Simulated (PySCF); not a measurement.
Which basis set comes closest?

Molecule: dimethylphosphine (CPC, C2H7P).

Molfile (atoms numbered from 1):
```
C2H7P
     RDKit          3D

 10  9  0  0  0  0  0  0  0  0999 V2000
    1.4423    0.2462   -0.1053 C   0  0  0  0  0  0  0  0  0  0  0  0
    0.2723   -0.3984    1.1807 P   0  0  0  0  0  0  0  0  0  0  0  0
   -1.3390    0.1679    0.4581 C   0  0  0  0  0  0  0  0  0  0  0  0
    2.4450   -0.1716    0.0691 H   0  0  0  0  0  0  0  0  0  0  0  0
    1.5175    1.3396   -0.0009 H   0  0  0  0  0  0  0  0  0  0  0  0
    1.1318    0.0113   -1.1350 H   0  0  0  0  0  0  0  0  0  0  0  0
    0.2127   -1.7447    0.7015 H   0  0  0  0  0  0  0  0  0  0  0  0
   -2.1704   -0.2871    1.0167 H   0  0  0  0  0  0  0  0  0  0  0  0
   -1.4490   -0.0790   -0.6088 H   0  0  0  0  0  0  0  0  0  0  0  0
   -1.4185    1.2594    0.5772 H   0  0  0  0  0  0  0  0  0  0  0  0
  1  2  1  0
  2  3  1  0
  1  4  1  0
  1  5  1  0
  1  6  1  0
  2  7  1  0
  3  8  1  0
  3  9  1  0
  3 10  1  0
M  END
```

Geometry PBE0-D3(BJ)/def2-SVP throughout; GIAO in PySCF 2.14, gas phase, one conformer, non-relativistic; equivalent atoms averaged; functional PBE0.

Reference values (measured; solution; E. Pretsch, P. Bühlmann, M. Badertscher, Structure Determination of Organic Compounds, 4th ed., Springer 2009): δ(H7) = 3.13 ppm, δ(H4/H5/H6/H8/H9/H10) = 1.06 ppm. Computed shifts are taken against TMS, calculated as an isolated molecule at each level.

How do the basis sets STO-3G, 6-31G, 6-31G*, def2-SVP, 6-311+G(2d,p), def2-TZVP perform against the reference? Times are CPU seconds on 1 thread of an Arm Neoverse V1, shared host.

## Answers


| basis set | functions | H7 | H4/H5/H6/H8/H9/H10 | mean abs. error H | core-s |
| --- | --- | --- | --- | --- | --- |
| STO-3G | 26 | 0.89 | 0.37 | 1.46 | 1.5 |
| 6-31G | 45 | 3.03 | 1.11 | 0.08 | 2.9 |
| 6-31G* | 60 | 3.60 | 1.01 | 0.26 | 3.5 |
| def2-SVP | 81 | 3.16 | 0.88 | 0.11 | 4.1 |
| 6-311+G(2d,p) | 131 | 3.58 | 1.08 | 0.24 | 8.8 |
| def2-TZVP | 141 | 3.57 | 1.03 | 0.23 | 10 |

For 1H the closest is 6-31G (0.08 ppm) and the furthest STO-3G (1.46 ppm). Where a smaller basis beats a larger one, errors probably cancel. One molecule is a small sample, and vibrational and solvent effects are absent from the calculation.

A small basis that lands close on one nucleus may do so by chance; judge by the trend and by all nuclei.
